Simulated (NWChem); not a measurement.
# LiO (lithium oxide) at UM06-2X/def2-TZVPPD

What is the vertical doublet–quartet gap of LiO (lithium oxide) at UM06-2X/def2-TZVPPD? 

Program for the calculation: NWChem 7.3.0.

9 further runs of the same task are left out: 1 that didn't finish, 8 set aside as unsound or not needed. Runs told in other sessions of the task aren't counted.

## (1) The molecule

The species is LiO (2 atoms), meant as a doublet with charge 0. SMILES: `[Li][O]`. The shape is that of a PBE0-D4/def2-TZVP optimisation.

Bond lengths: Li1–O2 1.681 Å.

## (2) Energy and forces at UM06-2X/def2-TZVPPD

The input, work.nw:

```
start work
title "LiO gradient"
memory total 2200 mb

geometry units atomic noautosym nocenter noautoz
 Li  0.00000000  0.00000000 -0.10854587
 O   0.00000000  0.00000000  3.06747903
end

basis spherical bse
 Li library def2-TZVPPD
 O library def2-TZVPPD
end

dft
 xc m06-2x
 mult 2
 grid xfine
 convergence energy 1e-08
 maxiter 100
 mulliken
end

task dft gradient
```

On the command line:

```bash
nwchem work.nw > work.out
```

The log of the run:

```text
Northwest Computational Chemistry Package (NWChem) 7.3.0
             --------------------------------------------------------

           Job information
           ---------------

    nwchem branch   = 7.3.0
    use scalapack   = T
    input           = work.nw
    prefix          = work.
    data base       = ./work.db
    status          = startup
    nproc           =        1

           Memory information
           ------------------

    heap     =     72089598 doubles =      550.0 Mbytes
    stack    =     72089595 doubles =      550.0 Mbytes
    global   =    144179200 doubles =     1100.0 Mbytes (distinct from heap & stack)
    total    =    288358393 doubles =     2200.0 Mbytes
    verify   = yes
    hardfail = no

           Directory information
           ---------------------

  0 permanent = .
  0 scratch   = .

                                NWChem Input Module
                                -------------------

                                   LiO gradient
                                   ------------

                             Geometry "geometry" -> ""
                             -------------------------

 Output coordinates in a.u. (scale by  1.000000000 to convert to a.u.)

  No.       Tag          Charge          X              Y              Z
 ---- ---------------- ---------- -------------- -------------- --------------
    1 Li                   3.0000     0.00000000     0.00000000    -0.10854587
    2 O                    8.0000     0.00000000     0.00000000     3.06747903

      Atomic Mass
      -----------

      Li                 7.016000
      O                 15.994910

 Effective nuclear repulsion energy (a.u.)       7.5566158187

            Nuclear Dipole moment (a.u.)
            ----------------------------
        X                 Y               Z
 ---------------- ---------------- ----------------
     0.0000000000     0.0000000000    24.2141946300

            XYZ format geometry
            -------------------
     2
 geometry
 Li                    0.00000000     0.00000000    -0.05744000
 O                     0.00000000     0.00000000     1.62324011

 ==============================================================================
                                internuclear distances
 ------------------------------------------------------------------------------
       center one      |      center two      | atomic units |       a.u.
 ------------------------------------------------------------------------------
    2 O                |   1 Li               |     3.17602  |     3.17602
 ------------------------------------------------------------------------------
                         number of included internuclear distances:          1
 ==============================================================================

                      Basis "ao basis" -> "" (spherical)
                      -----
  [basis functions not shown]

 Summary of "ao basis" -> "" (spherical)
 ------------------------------------------------------------------------------
       Tag                 Description            Shells   Functions and Types
 ---------------- ------------------------------  ------  ---------------------
 Li                       def2-TZVPPD               10       22   5s4p1d
 O                        def2-TZVPPD               14       40   6s4p3d1f

                                 NWChem DFT Module
                                 -----------------

                                   LiO gradient

 Summary of "ao basis" -> "ao basis" (spherical)
 ------------------------------------------------------------------------------
       Tag                 Description            Shells   Functions and Types
 ---------------- ------------------------------  ------  ---------------------
 Li                       def2-TZVPPD               10       22   5s4p1d
 O                        def2-TZVPPD               14       40   6s4p3d1f

  Caching 1-el integrals
  itol2e modified to match energy
  convergence criterion.
  tol_rho modified to match energy
  convergence criterion.

            General Information
            -------------------
          SCF calculation type: DFT
          Wavefunction type:  spin polarized.
          No. of atoms     :     2
          No. of electrons :    11
           Alpha electrons :     6
            Beta electrons :     5
          Charge           :     0
          Spin multiplicity:     2
          Use of symmetry is: off; symmetry adaption is: off
          Maximum number of iterations: 100
          AO basis - number of functions:    62
                     number of shells:    24
          Convergence on energy requested:  1.00D-08
          Convergence on density requested:  1.00D-05
          Convergence on gradient requested:  5.00D-04

              XC Information
              --------------
                       M06-2X Method XC Functional
                     Hartree-Fock (Exact) Exchange  0.540
                        M06-2X Exchange Functional  1.000
                      M06-2X Correlation Potential  1.000

             Grid Information
             ----------------
          Grid used for XC integration:  xfine
          Radial quadrature: Mura-Knowles
          Angular quadrature: Lebedev.
          Tag              B.-S. Rad. Rad. Pts. Rad. Cut. Ang. Pts.
          ---              ---------- --------- --------- ---------
          Li                  1.45      100          13.0      1454
          O                   0.60      100          13.0      1454
          Grid pruning is: on
          Number of quadrature shells:   200
          Spatial weights used:  Erf1

          Convergence Information
[... 1 line left out ...]
          Convergence aids based upon iterative change in
          total energy or number of iterations.
[... 64 lines left out ...]
   convergence    iter        energy       DeltaE   RMS-Dens  Diis-err    time
[... 17 lines left out ...]
         Total DFT energy =      -82.685035386781
      One electron energy =     -129.565947377851
           Coulomb energy =       49.769923035013
    Exchange-Corr. energy =      -10.445626862666
 Nuclear repulsion energy =        7.556615818724
[... 5 lines left out ...]
                    DFT Final Alpha Molecular Orbital Analysis
[... 465 lines left out ...]
                     DFT Final Beta Molecular Orbital Analysis
[... 479 lines left out ...]
     --------------------------------------------
      Spin Density - Mulliken Population Analysis
     --------------------------------------------

    Atom       Charge   Shell Charges
 -----------   ------   -------------------------------------------------------
    1 Li   3    -0.00  -0.00 -0.00  0.00 -0.00  0.00 -0.00  0.00 -0.00  0.00 -0.00
    2 O    8     1.00   0.00 -0.00  0.01 -0.00  0.00 -0.01  0.42  0.39  0.19 -0.00  0.00  0.00  0.00  0.00

     -------------------------------------------
      Total Density - Lowdin Population Analysis
     -------------------------------------------

    Atom       Charge   Shell Charges
 -----------   ------   -------------------------------------------------------
    1 Li   3     2.49   0.45  1.02  0.45  0.06  0.02  0.00  0.15  0.13  0.01  0.19
    2 O    8     8.51   0.88  1.09  0.60  0.73  0.39  0.10  1.67  1.83  1.02  0.16  0.00  0.00  0.04  0.00

     ------------------------------------------
      Spin Density - Lowdin Population Analysis
     ------------------------------------------

    Atom       Charge   Shell Charges
 -----------   ------   -------------------------------------------------------
    1 Li   3     0.03  -0.00 -0.00  0.00 -0.00 -0.00 -0.00  0.00  0.01  0.00  0.03
    2 O    8     0.97   0.00  0.00  0.01  0.00 -0.00 -0.00  0.40  0.40  0.16  0.01  0.00  0.00  0.00  0.00

   alpha - beta orbital overlaps
   -----------------------------

   alpha      1      2      3      4      5      6      7      8      9     10
    beta      1      2      3      7      4      5      6      9      8     10
 overlap   1.000  1.000  1.000  0.768  0.999  0.999  0.999  0.824  0.996  0.997

   alpha     11     12     13     14     15     16     17     18     19     20
    beta     11     12     13     14     16     15     17     18     20     19
 overlap   0.998  0.967  0.996  0.990  0.924  0.999  0.978  0.968  0.999  0.976

   alpha     21     22     23     24     25     26     27     28     29     30
    beta     21     23     22     24     25     27     26     28     29     30
 overlap   0.978  0.999  0.995  0.996  0.999  0.999  0.959  0.987  0.988  0.999

   alpha     31     32     33     34     35     36     37     38     39     40
    beta     31     32     33     34     35     36     39     37     38     40
 overlap   0.999  0.997  1.000  0.998  0.999  0.998  0.997  1.000  1.000  1.000

   alpha     41     42     43     44     45     46     47     48     49     50
    beta     41     43     42     44     45     51     46     47     49     48
 overlap   0.998  0.999  1.000  0.999  0.999  0.930  0.961  0.994  1.000  0.930

   alpha     51     52     53     54     55     56     57     58     59     60
    beta     50     52     53     54     55     57     58     59     56     60
 overlap   0.961  0.994  1.000  1.000  0.993  0.960  0.999  1.000  1.000  0.964

   alpha     61     62
    beta     61     62
 overlap   1.000  1.000

     --------------------------
     Expectation value of S2:
     --------------------------
      <S2> =      0.7544 (Exact =     0.7500)

 center of mass
 --------------
 x =   0.00000000 y =   0.00000000 z =   2.09911269

 moments of inertia (a.u.)
 ------------------
          49.193235156144           0.000000000000           0.000000000000
           0.000000000000          49.193235156144           0.000000000000
           0.000000000000           0.000000000000           0.000000000000

     Multipole analysis of the density
     ---------------------------------

     L   x y z        total         alpha         beta         nuclear
     -   - - -        -----         -----         ----         -------
     0   0 0 0     -0.000000     -6.000000     -5.000000     11.000000

     1   1 0 0     -0.000000     -0.000000     -0.000000      0.000000
[... 8 lines of this table left out ...]
     2   0 0 2    -12.727188    -48.704386    -39.333570     75.310767

            General Information
            -------------------
          SCF calculation type: DFT
          Wavefunction type:  spin polarized.
          No. of atoms     :     2
          No. of electrons :    11
           Alpha electrons :     6
            Beta electrons :     5
          Charge           :     0
          Spin multiplicity:     2
          Use of symmetry is: off; symmetry adaption is: off
          Maximum number of iterations: 100
          AO basis - number of functions:    62
                     number of shells:    24
          Convergence on energy requested:  1.00D-08
          Convergence on density requested:  1.00D-05
          Convergence on gradient requested:  5.00D-04

              XC Information
              --------------
                       M06-2X Method XC Functional
                     Hartree-Fock (Exact) Exchange  0.540
                        M06-2X Exchange Functional  1.000
                      M06-2X Correlation Potential  1.000

             Grid Information
             ----------------
          Grid used for XC integration:  xfine
          Radial quadrature: Mura-Knowles
          Angular quadrature: Lebedev.
          Tag              B.-S. Rad. Rad. Pts. Rad. Cut. Ang. Pts.
          ---              ---------- --------- --------- ---------
          Li                  1.45      100          13.0      1454
          O                   0.60      100          13.0      1454
          Grid pruning is: on
          Number of quadrature shells:   200
          Spatial weights used:  Erf1

          Convergence Information
          -----------------------
          Convergence aids based upon iterative change in
          total energy or number of iterations.
          Levelshifting, if invoked, occurs when the
          HOMO/LUMO gap drops below (HL_TOL):  1.00D-02
          DIIS, if invoked, will attempt to extrapolate
          using up to (NFOCK): 10 stored Fock matrices.

                    Damping( 0%)  Levelshifting(0.5)       DIIS
                  --------------- ------------------- ---------------
          dE  on:    start            ASAP                start
          dE off:    2 iters        100 iters           100 iters

      Screening Tolerance Information
      -------------------------------
          Density screening/tol_rho:  1.00D-11
          AO Gaussian exp screening on grid/accAOfunc:  18
          CD Gaussian exp screening on grid/accCDfunc:  20
          XC Gaussian exp screening on grid/accXCfunc:  20
          Schwarz screening/accCoul:  1.00D-09

                            NWChem DFT Gradient Module
                            --------------------------

                                   LiO gradient

  charge          =   0.00
  wavefunction    = open shell

                         DFT ENERGY GRADIENTS

    atom               coordinates                        gradient
                 x          y          z           x          y          z
   1 Li      0.000000   0.000000  -0.108546    0.000000  -0.000000   0.001084
   2 O       0.000000   0.000000   3.067479   -0.000000   0.000000  -0.001084

                 ----------------------------------------
                 |  Time  |  1-e(secs)   |  2-e(secs)   |
                 ----------------------------------------
                 |  CPU   |       0.00   |       0.68   |
                 ----------------------------------------
                 |  WALL  |       0.00   |       0.68   |
                 ----------------------------------------

 Task  times  cpu:        8.5s     wall:        8.5s
 Total times  cpu:        8.5s     wall:        8.5s
```

Wall time 9.3 s (1 thread of Intel Xeon 6975P-C (Granite Rapids), shared host); peak memory 0.12 GiB.

[end of part 1 of 2]
